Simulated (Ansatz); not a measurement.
in.yaml

```yaml
crystal:
  periodic: [false, false, false]
  atoms:
    - {symbol: Si, position_ang: [0.000000, 0.449787, 1.049512]}
    - {symbol: Al, position_ang: [0.000000, -0.544262, -1.124411]}
    - {symbol: H, position_ang: [0.000000, 2.036379, 0.855469]}
basis:
  gaussian: {orbitals: 6-31G}
magnetization: {spin_polarized: true, initial_magnetization: 2}
correlation: {method: ccsdt_q, electrons: outside_noble_gas}
```

```sh
$ ansatz run in.yaml --threads 1 --pin off --events-out ev --progress --plain --max-ram 2393MiB
```

(1) Roughly how long does this take on 1 thread of Arm Neoverse V1, shared host, and how much host memory?

```
559 factors; integrals over basis functions are off by at most 1.6e-7 eV
mean field evaluation 1: about -14456.4359 eV, gradient 6.1e0 eV
mean field evaluation 2: about -14456.4385 eV, gradient 6.1e0 eV
mean field evaluation 4: about -14457.1400 eV, gradient 1.3e0 eV
mean field evaluation 8: about -14457.2940 eV, gradient 1.7e-1 eV
mean field evaluation 16: about -14456.4355 eV, gradient 6.1e0 eV
mean field evaluation 32: about -14456.5601 eV, gradient 2.8e0 eV
mean field evaluation 64: about -14454.9026 eV, gradient 3.7e-3 eV
mean field evaluation 96: about -14455.3482 eV, gradient 5.0e-3 eV
mean field evaluation 128: about -14454.9171 eV, gradient 5.7e-2 eV
mean field evaluation 160: about -14453.9385 eV, gradient 2.5e0 eV
mean field -14457.29808380 eV, -531.2959050709 hartree, gradient 1.8e-6 eV, S^2 2.176462; 10 other end points of the search recorded, 0 dependent functions left out
determinant -14457.29808380 eV, -531.2959050709 hartree, with singles and doubles -14459.62941782 eV, -531.3815800161 hartree
determinant -14455.43033145 eV, -531.2272664381 hartree, with singles and doubles -14457.83860027 eV, -531.3157686849 hartree
determinant -14455.37942671 eV, -531.2253957234 hartree, with singles and doubles -14457.50722899 eV, -531.3035910150 hartree
determinant -14455.34818031 eV, -531.2242474395 hartree, with singles and doubles -14457.57788442 eV, -531.3061875540 hartree
determinant -14455.24601778 eV, -531.2204930358 hartree, with singles and doubles -14457.47713864 eV, -531.3024852149 hartree
determinant -14454.91750698 eV, -531.2084204864 hartree, with singles and doubles -14457.23056775 eV, -531.2934239021 hartree
determinant -14454.90263890 eV, -531.2078740946 hartree, with singles and doubles -14456.86959532 eV, -531.2801584097 hartree
10 core orbitals not correlated: weight in the atoms' cores, before any rotation towards them, 1.000 or more for the frozen orbitals, at most 0.000 for the correlated occupied ones
reference -14457.29808380 eV, -531.2959050709 hartree; 5, 3 occupied and 13, 15 virtual orbitals, 559 factors
second order -1.51840101 eV of doubles, -0.00000000 eV of singles
...
cycle  12  -2.42143869 eV  change   -1.3e-4 eV  update   2.2e-4
cycle  13  -2.42150699 eV  change   -6.8e-5 eV  update   1.2e-4
cycle  14  -2.42144236 eV  change    6.5e-5 eV  update   5.8e-5
cycle  15  -2.42140693 eV  change    3.5e-5 eV  update   2.6e-5
cycle  16  -2.42140675 eV  change    1.8e-7 eV  update   1.3e-5
cycle  17  -2.42141407 eV  change   -7.3e-6 eV  update   7.9e-6
cycle  18  -2.42141770 eV  change   -3.6e-6 eV  update   4.3e-6
cycle  19  -2.42141679 eV  change    9.1e-7 eV  update   2.6e-6
cycle  20  -2.42141499 eV  change    1.8e-6 eV  update   1.6e-6
cycle  21  -2.42141486 eV  change    1.3e-7 eV  update   9.3e-7
perturbative correction -0.00533808 eV, -0.0001961709 hartree
Total energy: -14459.72483674 eV, -531.3850865965 hartree
```

For the same geometry and basis full CI lies 0.7 meV lower.

Results:

(1) 3.3 s wall and 0.16 GiB.
